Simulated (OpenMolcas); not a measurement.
# S2F2 (Thio-thionyl fluoride) at B97-1/ANO-XS-VDZ (DKH2)

Aim: the vertical singlet–triplet gap of S2F2 (Thio-thionyl fluoride) at B97-1/ANO-XS-VDZ (DKH2), from 2 runs. 

Program for the calculation: OpenMolcas 26.06.

### Step 1. The molecule

S2F2: 4 atoms, total charge 0, spin state singlet. As SMILES, `FS(F)=S`. The shape is that of a GFN2-xTB optimisation.

Bond lengths: F1–S2 1.681 Å, S2–F3 1.682 Å, S2–S4 1.873 Å. Angles: F1–S2–F3 90.0°, F1–S2–S4 108.4°, F3–S2–S4 108.4°.

### Step 2. The energy at B97-1/ANO-XS-VDZ (DKH2)

Input file job.inp:

```
&GATEWAY
COORD
4
bohr
F      1.44868294     0.64560603     2.33776129
S     -0.97266093    -0.13836575     0.43658343
F      0.62933549    -2.69951156    -0.55098745
S     -1.10537640     2.19225238    -2.22335727
BASIS=ANO-XS-VDZ
GROUP=NoSym
&SEWARD
RELATIVISTIC=R02E00
GRIDINPUT
Grid=Coarse
End of Grid
&SCF
KSDFT=HYB_GGA_XC_B97_1
PRORBITALS=1 1
```

On the command line:

```console
$ export MOLCAS_MEM=1860
$ pymolcas job.inp > job.log
```

Output:

```text
--- Start Module: gateway ---
[...]
--- Stop Module: gateway /rc=_RC_ALL_IS_WELL_ ---
--- Start Module: seward ---
[...]
      Basis functions           44
--- Stop Module: seward /rc=_RC_ALL_IS_WELL_ ---
--- Start Module: scf ---
[...]
       Convergence after  13 Iterations
[...]
::    Total KS-DFT energy                            -998.0405201364
[...]
      Total spin, S                                     0.0000000000
[...]
      Total electronic charge=   50.000000
      Total            charge=   -0.000000
[...]
      Dipole Moment (debye):
      Origin of the operator (angstrom)=   -0.1400    0.1383   -0.1203
                   X= -2.0096E+00               Y=  3.3361E-01               Z=  1.8821E-01           Total=  2.0458E+00
      Quadrupole Moment (debye*angstrom):
[...]
--- Stop Module: scf /rc=_RC_ALL_IS_WELL_ ---
[...]
```

Wall time 2.7 s (1 thread of Arm Neoverse V1, shared host); peak memory 0.38 GiB.

### Step 3. The triplet, same level

Input file job.inp:

```
>>> EXPORT MOLCAS_PRINT=2

&GATEWAY
  Coord
  4
  bohr
  F      1.44868294     0.64560603     2.33776129
  S     -0.97266093    -0.13836575     0.43658343
  F      0.62933549    -2.69951156    -0.55098745
  S     -1.10537640     2.19225238    -2.22335727
  Basis = ANO-XS-VDZ
  Group = NoSym

&SEWARD
  Relativistic = R02E00
  GridInput
  Grid=Coarse
  End of Grid

&SCF
  UHF
  Spin = 3
  KSDFT = HYB_GGA_XC_B97_1
  PrOrbitals = 1 1
```

On the command line:

```console
$ export MOLCAS_MEM=1860
$ pymolcas job.inp > job.log
```

Output:

```text
--- Start Module: gateway ---
[...]
--- Stop Module: gateway /rc=_RC_ALL_IS_WELL_ ---
--- Start Module: seward ---
[...]
      Basis functions           44
--- Stop Module: seward /rc=_RC_ALL_IS_WELL_ ---
--- Start Module: scf ---
[...]
       Convergence after  20 Iterations
[...]
::    Total KS-DFT energy                            -997.9149026383
[...]
      Total spin, S                                     1.0031450735
[...]
      Total electronic charge=   50.000000
      Total            charge=   -0.000000
[...]
      Dipole Moment (debye):
      Origin of the operator (angstrom)=   -0.1400    0.1383   -0.1203
                   X= -1.7440E+00               Y=  1.1814E+00               Z= -8.6923E-01           Total=  2.2787E+00
      Quadrupole Moment (debye*angstrom):
[...]
--- Stop Module: scf /rc=_RC_ALL_IS_WELL_ ---
[...]
```

It took 3.9 s on 1 thread of Arm Neoverse V1, shared host; peak memory 0.38 GiB.

### Step 4. Outcome

At B97-1/ANO-XS-VDZ (DKH2):

| quantity | value |
| --- | --- |
| singlet: total energy | -998.04052 Eh |
| singlet: dipole moment | 2.05 D |
| singlet: HOMO energy | -8.24 eV |
| singlet: LUMO energy | -3.15 eV |
| singlet: HOMO–LUMO gap | 5.10 eV |
| triplet: total energy | -997.91490 Eh |
| triplet: dipole moment | 2.28 D |
| triplet: HOMO energy (highest over α and β) | -4.80 eV |
| triplet: ⟨S²⟩ | 2.009 |
| vertical energy of the triplet above the singlet | 3.418 eV |

At this shape the triplet lies 3.42 eV (330 kJ/mol) above the singlet. Mulliken charges (triplet) run from -0.37 on F1 to +0.62 on S2.
